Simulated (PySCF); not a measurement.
Structure problem from calculated spectra and properties.

Formula: C3H4Cl2.

* 13C NMR: chemical shifts (computed TMS as zero) by class: 75.7 (1 C), 26.2 (2 C) ppm [GIAO KT2/pcSseg-2]
* NMR, other nuclei: isotropic shieldings of nuclei other than C and H, by class: 637 (2 Cl) ppm [GIAO KT2/pcSseg-2]
* UV, first state: lowest singlet excitation: 6.60 eV (188 nm, f = 0.000) [TDDFT CAM-B3LYP/def2-SVPD]
* XPS: Cl2p3/2 206.3 (×2), C1s 291.5 (×2), C1s 293.7, Cl1s 2828.9 (×2) eV [ΔSCF SCAN, pcX-2 on the ionised atom, pcseg-1 elsewhere, spin-free X2C, 2p3/2 from a spin–orbit splitting computed afterwards within the 2p shell]
* UV, strongest line: among the 10 lowest singlet transitions: S8 at 8.26 eV (150 nm, f = 0.099) [TDDFT CAM-B3LYP/def2-SVPD]
* Rotational structure: rotational constants A, B, C: 3.991, 2.902, 1.942 GHz [PBE0-D3(BJ)/def2-SVP]

The electronic properties come from PySCF, for the isolated species, density fitting. Levels stand in brackets. Geometry: PBE0-D3(BJ)/def2-SVP; no solvent, vibrations or thermal averaging. Each NMR value is the plain mean over a class of atoms that symmetry, rotation or inversion makes alike.

Question: Give a SMILES that accounts for the data.

Answer: Numbering: `[Cl:1][C:2]1([Cl:3])[CH2:4][CH2:5]1`. Its formula, C3H4Cl2, gives 1 degree of unsaturation: 1 ring and 0 π bonds in the structure found. 3 carbons fall into 2 classes; from least to most shielded: CCl2 carbon [C2] (75.7 ppm), three-membered-ring carbon [C4/C5] (26.2 ppm, 2 C). The other shieldings belong to: 637 ppm, alkyl chlorine [Cl1/Cl3]. The core levels belong to: Cl2p3/2 206.3 eV, alkyl chlorine [Cl1/Cl3]; C1s 291.5 eV, three-membered-ring carbon [C4/C5]; C1s 293.7 eV, CCl2 carbon [C2]; Cl1s 2828.9 eV, alkyl chlorine [Cl1/Cl3]. The optimised geometry has point group C2v and is an asymmetric top. Structure: 1,1-dichlorocyclopropane (`ClC1(Cl)CC1`). Computed isomers that give other values at the same levels: `C=C(Cl)CCl` (13C chemical shifts (computed TMS as zero) by class: 146.4 (1 C), 112.6 (1 C), 52.9 (1 C) ppm); `C/C(Cl)=C\Cl` (core binding energies: Cl2p3/2 206.4, Cl2p3/2 206.5, C1s 291.5, C1s 291.9, C1s 292.3, Cl1s 2829.0, Cl1s 2829.2 eV); `C=CC(Cl)Cl` (core binding energies: Cl2p3/2 206.2 (×2), C1s 291.0, C1s 291.4, C1s 294.0, Cl1s 2828.8 (×2) eV). The assignments are read from this structure; whether some other isomer fits the data as well wasn't checked. NMR values of atoms bound to several Cl lack the spin–orbit term that these neighbours bring.
